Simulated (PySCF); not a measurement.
Which determinant of CF⁺ lies lowest?

Unrestricted PBE0; C def2-TZVP, F def2-TZVP; no relativity (PySCF 2.14). Outer shells of the fragments: C+ 2s2 2p1; F 2s2 2p5.

Followed along the bond (rough minima from three points):

```
2Ms+1  unpaired  ⟨S²⟩ at the start  R at minimum (Å)  Te (eV)
    1      none               0.00              1.16     0.00
    3  σ ↑, π ↑               2.01              1.21     4.35
```

Solutions found at the starting distance of 1.425 Å, counted from the lowest of them; the search is not exhaustive and high or unbound solutions are not listed, so other states can lie among these:

```csv
2Ms+1,unpaired,term,E (eV),⟨S²⟩,⟨Lz²⟩,μ (D)
1,none,¹Σ⁺,0.00,0.00,0.00,-2.74
3,"σ ↑, π ↑",³Π,3.60,2.01,1.00,-3.52
3,π ↑↑,mixed,5.99,2.01,2.01,-0.20
3,π ↑↑,mixed,6.28,2.01,2.01,-0.25
3,σ ↑↑,³Σ⁺,9.84,2.01,0.00,-3.58
```

A term symbol is given only where ⟨S²⟩ and ⟨Lz²⟩ are close to those of a pure state; real π, δ and φ orbitals otherwise mix terms. A positive dipole points towards F; it is taken about the centre of mass and depends on that origin.

Question: Compare the gap between the two lowest followed solutions at the starting distance with the gap between their minima.

Answer: At PBE0 the second solution (triplet, unpaired electrons σ ↑, π ↑) lies +3.60 eV from the first (singlet, closed shell) at 1.425 Å and +4.35 eV at the minima; the two curves relax by different amounts, since their minima lie near 1.21 and 1.16 Å.

Counting both spins, an empty level lies below a filled one in some of these solutions, because spin and occupation are held.
